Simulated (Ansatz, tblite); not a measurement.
Adding an electron: C2H3⁺ (the lowest singlet isomer of a short search). Total charge 1; singlet. Geometry: PBE0-D4/def2-TZVP. Ansatz, gas phase; energy differences of separate SCF runs; the reduced species was run as a doublet alone.

```xyz
5

C     0.0291    0.1101   -0.4741
C    -0.0475   -0.1727    0.7418
H    -0.1127   -0.4171    1.7953
H    -0.7764    0.6588   -0.9887
H     0.9075   -0.1790   -1.0742
```

The xTB rows come from tblite. The structure comes from a short search, and lower isomers may exist.

(1) Estimate orbital energies and vertical electron affinities at: GFN1-xTB; GFN2-xTB; PBE-D4/def2-TZVP; r2SCAN-D4/def2-TZVP; PBE0-D4/def2-TZVP.

Answers

(1) 
```json
{"level": "GFN1-xTB", "−HOMO (eV)": "21.34", "−LUMO (eV)": "17.95", "vertical EA (eV)": "13.46", "HOMO–LUMO gap (eV)": "3.39"}
{"level": "GFN2-xTB", "−HOMO (eV)": "20.49", "−LUMO (eV)": "16.98", "vertical EA (eV)": "12.44", "HOMO–LUMO gap (eV)": "3.51"}
{"level": "PBE-D4/def2-TZVP", "−HOMO (eV)": "15.61", "−LUMO (eV)": "12.30", "vertical EA (eV)": "8.40", "HOMO–LUMO gap (eV)": "3.31"}
{"level": "r2SCAN-D4/def2-TZVP", "−HOMO (eV)": "15.86", "−LUMO (eV)": "11.91", "vertical EA (eV)": "8.53", "HOMO–LUMO gap (eV)": "3.94"}
{"level": "PBE0-D4/def2-TZVP", "−HOMO (eV)": "16.92", "−LUMO (eV)": "11.05", "vertical EA (eV)": "8.49", "HOMO–LUMO gap (eV)": "5.87"}
```

 Raw xTB energy differences between charge states are shifted by several eV; the methods need an empirical correction for them.
